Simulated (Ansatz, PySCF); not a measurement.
Breaking the Si1–H2 bond in SiH2 (SMILES [SiH2]) (multiplicity 1 held, fragments rigid). Energies count from the point at 1.523 Å.
Geometry at that point (charge 0, multiplicity 1):
```xyz
3

Si     0.01418    -0.00086     0.13210
H     -0.11228    -1.08498    -0.93044
H     -0.08619     1.09708    -0.91896
```

U- levels take the lowest unrestricted solution at each point, which mixes spins at long bonds. Active spaces are followed from a long bond inwards. Left out are points that failed, MP2 points in a non-variational dive below the minimum, coupled-cluster points behind a sign of a changed root (a jump of the amplitudes, or a one-step jump against full CI or MRCI), small-basis points behind a change of solution, and semi-empirical points at long bonds. Levels need not reach the same state.

Correlated levels freeze the cores. Rows in 6-31G* carry no dispersion term and start afresh at each structure (6-31G* with six Cartesian d functions).

The values were computed with Ansatz (Gaussian basis) for Hartree–Fock, density functionals and correlated methods; PySCF for 6-31G* rows. Values without a source in brackets are computed.

Energies in eV.

| R (Å) | U-PBE/cc-pV(T+d)Z | R-BP86/6-31G* | U-B3LYP/6-31G* | U-MP2/cc-pV(T+d)Z | FIC-MRCISD+Q on CASSCF(2,2)/cc-pV(T+d)Z |
|---|---|---|---|---|---|
| 1.219 | 1.19 | 1.27 | 1.21 | 1.09 | 1.12 |
| 1.371 | 0.25 | 0.28 | 0.25 | 0.19 | 0.21 |
| 1.523 | 0.00 | 0.00 | 0.00 | 0.00 | 0.00 |
| 1.676 | 0.11 | 0.10 | 0.13 | 0.17 | 0.15 |
| 1.828 | 0.39 | 0.37 | 0.44 | 0.52 | 0.47 |
| 2.056 | 0.95 | 0.93 | 1.03 | 1.18 | 1.06 |
| 2.285 | 1.54 | 1.50 | 1.64 | 2.06 | 1.65 |
| 2.666 | 2.40 | 2.36 | 2.53 | 2.77 | 2.45 |
| 3.046 | 2.94 | 3.04 | 3.30 | 3.00 | 2.95 |
| 3.503 | 3.20 | 3.63 | 3.23 | 3.08 | 3.24 |
| 4.113 | 3.29 | left out | left out | 3.11 | 3.36 |
| 4.874 | 3.30 | left out | left out | 3.12 | 3.39 |

Doubts at one or more of the structures used: a spin-contaminated determinant (U-PBE/cc-pV(T+d)Z, U-B3LYP/6-31G*, U-MP2/cc-pV(T+d)Z); a restricted determinant that unrestricted orbitals would lower (R-BP86/6-31G*).

Ansatz is a program for electronic structure.
